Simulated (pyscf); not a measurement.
HO–Zr(OH)(Cl)–Cl (SMILES [OH][Zr]([OH])([Cl])[Cl]) + NH₃ (SMILES N) → H₂O (SMILES O) + H₂N–Zr(OH)(Cl)–Cl (SMILES [NH2][Zr]([OH])([Cl])[Cl]), a four-centre exchange (singlet surface; O–Zr, H–N broken, H–O, N–Zr formed). Structures and frequencies: ωB97X-D3(BJ)/def2-SVP in PySCF. Energies in kcal/mol from the separated reactants.

Small-basis levels: PySCF, no dispersion term, spherical d functions. AM1 to PM7: differences of heats of formation from MOPAC, which are fitted to 298 K values and so differ in kind from electronic energies by zero-point and thermal terms. Cost: rough CPU time at the saddle relative to B3LYP/6-31G*+LANL2DZ, from one job on a shared machine.

```tsv
level	barrier	reaction energy	cost
HF/6-31G*+LANL2DZ	(withheld)	+16.8	0.1
MP2/6-31G*+LANL2DZ	6.5	+18.4	0.2
BP86/6-31G*+LANL2DZ	3.3	+16.3	1
B3LYP/6-31G*+LANL2DZ	6.5	+17.1	1
B3LYP/6-311+G**+LANL2DZ	10.0	+13.4	2
PBE/def2-SVP	2.8	+18.5	2
PM6	(withheld)	+34.0	under 0.02
ωB97M-D3(BJ)/def2-TZVP	(withheld)	+16.3	–
```

### Question
Some entries are withheld; supply them.

### Answer

- HF/6-31G*+LANL2DZ, barrier: 15.0
- PM6, barrier: 41.3
- ωB97M-D3(BJ)/def2-TZVP, barrier: 9.3

Against the last row the barrier runs from -6.5 (PBE/def2-SVP) to +32.0 kcal/mol (PM6). ωB97M-D3(BJ)/def2-TZVP has limits of its own. On the reactant side the descent ends in an adduct with a N–Zr contact, 22.8 kcal/mol under the separated species and 29.5 kcal/mol under the saddle at ωB97X-D3(BJ)/def2-TZVP. On the product side the descent ends in an adduct with a O–Zr contact, 14.7 kcal/mol under the separated species and 5.7 kcal/mol under the saddle at ωB97X-D3(BJ)/def2-TZVP. At ωB97M-D3(BJ) the saddle lies under the separated products, which points to a path from their complex (located at ωB97X-D3(BJ) alone), and parting the products costs more than the saddle. What is counted as formed (N–Zr) is already present as a longer contact in the reactant adduct; forming that adduct is a step of its own. What is counted as broken (O–Zr) persists as a longer contact in the product adduct; parting that adduct is a step of its own. At ωB97X-D3(BJ)/def2-TZVP the barrier from the zero used here is 6.7 kcal/mol. This is the saddle that the search found; another between the same sides may lie lower. In the def2 sets elements past Kr carry core potentials, without spin-orbit coupling.
